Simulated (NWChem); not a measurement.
All runs are NWChem calculations. System: carbon tetrachloride (CCl4), charge 0, spin multiplicity 1, at a geometry optimised with B3LYP/def2-SVP. Level: G0W0@BHandHLYP/def2-TZVP, RI basis def2-tzvp-rifit.

The NWChem input:

```
start mol
memory heap 200 mb stack 700 mb global 1700 mb
geometry units angstroms nocenter noautoz
  Cl     1.459501     0.000000    -1.032002
  C      0.000000     0.000000     0.000025
  Cl    -1.459501     0.000000    -1.032002
  Cl     0.000000    -1.459486     1.031998
  Cl     0.000000     1.459486     1.031998
  symmetry group C2v
end
basis spherical
  * library def2-tzvp
end
basis "ri basis" bse spherical
  * library def2-tzvp-rifit
end
dft
  xc bhlyp
  iterations 100
  direct
  tolerances tight
end
task dft energy
gw
  method cdgw
  states alpha occ 4 vir 2
end
task dft gw
```

Part of the output:

```
             Northwest Computational Chemistry Package (NWChem) 7.3.0
             --------------------------------------------------------

                                NWChem Input Module
                                -------------------

 Scaling coordinates for geometry "geometry" by  1.889725989
 (inverse scale =  0.529177249)

 Turning off AUTOSYM since
 SYMMETRY directive was detected!

                             Geometry "geometry" -> ""
                             -------------------------

 Output coordinates in angstroms (scale by  1.889725989 to convert to a.u.)

  No.       Tag          Charge          X              Y              Z
 ---- ---------------- ---------- -------------- -------------- --------------
    1 Cl                  17.0000     1.45950100     0.00000000    -1.03200200
    2 C                    6.0000     0.00000000     0.00000000     0.00002500
    3 Cl                  17.0000    -1.45950100     0.00000000    -1.03200200
    4 Cl                  17.0000     0.00000000    -1.45948600     1.03199800
    5 Cl                  17.0000     0.00000000     1.45948600     1.03199800

 Effective nuclear repulsion energy (a.u.)     435.1409946123

            Nuclear Dipole moment (a.u.)
            ----------------------------
        X                 Y               Z
 ---------------- ---------------- ----------------
     0.0000000000     0.0000000000     0.0000264562

      Symmetry information
      --------------------

 Group name             C2v
 Group number             16
 Group order               4
 No. of unique centers     3

      Symmetry unique atoms

     1    2    4


 Summary of "ao basis" -> "" (spherical)
 ------------------------------------------------------------------------------
       Tag                 Description            Shells   Functions and Types
 ---------------- ------------------------------  ------  ---------------------
 *                         def2-tzvp                  on all atoms

 new library libraries.bse/

 Summary of "ri basis" -> "" (spherical)
 ------------------------------------------------------------------------------
[...]
        1063.980434016805           0.000000000000           0.000000000000
           0.000000000000        1063.991369360497           0.000000000000
           0.000000000000           0.000000000000        1064.004202638705

     Multipole analysis of the density
     ---------------------------------

     L   x y z        total         alpha         beta         nuclear
     -   - - -        -----         -----         ----         -------
     0   0 0 0     -0.000000    -37.000000    -37.000000     74.000000

     1   1 0 0      0.000000      0.000000      0.000000      0.000000
     1   0 1 0      0.000000      0.000000      0.000000      0.000000
     1   0 0 1      0.000084      0.000029      0.000029      0.000026

     2   2 0 0    -40.722926   -149.678393   -149.678393    258.633861
     2   1 1 0      0.000000      0.000000      0.000000      0.000000
     2   1 0 1      0.000000      0.000000      0.000000      0.000000
     2   0 2 0    -40.722527   -149.675536   -149.675536    258.628544
     2   0 1 1      0.000000      0.000000      0.000000      0.000000
     2   0 0 2    -40.722801   -149.672553   -149.672553    258.622305

 Task  times  cpu:       22.6s     wall:       22.6s

                                NWChem Input Module
                                -------------------

                                 NWChem GW Module
                                 ----------------

                             ***********************
                             ***        GW       ***
                             ***********************

 Summary of "ri basis" -> "ri basis" (spherical)
 ------------------------------------------------------------------------------
       Tag                 Description            Shells   Functions and Types
 ---------------- ------------------------------  ------  ---------------------
 Cl                     def2-tzvp-rifit             29      113   9s7p6d5f2g
 C                      def2-tzvp-rifit             22       76   8s6p4d3f1g

                 Memory Information
                 ------------------
          Available GA per process is          1699.8 MBs
          Available stack per process is        700.0 MBs
          Available heap per process is           0.0 MBs

          Peak memory in Initialization
              Peak GA per process is                 30.3 MBs
              Peak stack per process is               0.3 MBs
              Peak heap per process is               31.5 MBs
              Memory not in MA per process            0.0 MBs

          Peak memory in CDGW Calculation
              Peak GA per process is                 34.9 MBs
              Peak stack per process is               4.3 MBs
              Peak heap per process is                4.4 MBs
              Memory not in MA per process            0.0 MBs

          Computing 2-center integrals
          Computing Inverse Cholesky factor
          Computing 3-center integrals
          Computing Vxc

          Computing Sigma_x
          Computing W(iw) on the imaginary grid
          Solving quasiparticle equations

                  Alpha Orbitals
          State     Energy (eV)     Error (eV)
          -----------------------------------
@GW        34        -12.297           0.002
@GW        35        -11.475           0.002
@GW        36        -11.475           0.002
@GW        37        -11.475           0.003
@GW        38          0.632           0.003
@GW        39          2.068           0.003

     GW Timing Statistics
   ------------------------
   Init.   :          0.2s
     ERIs  :          3.8s
     Distr.:          0.1s
     Vxc   :          2.8s
   Vmo     :          0.0s
   iW      :         10.2s
   I_n     :          0.0s
   R_n     :          3.0s
   GW total:         20.0s

 Task  times  cpu:       20.0s     wall:       20.0s

 Total times  cpu:       42.6s     wall:       42.6s
```
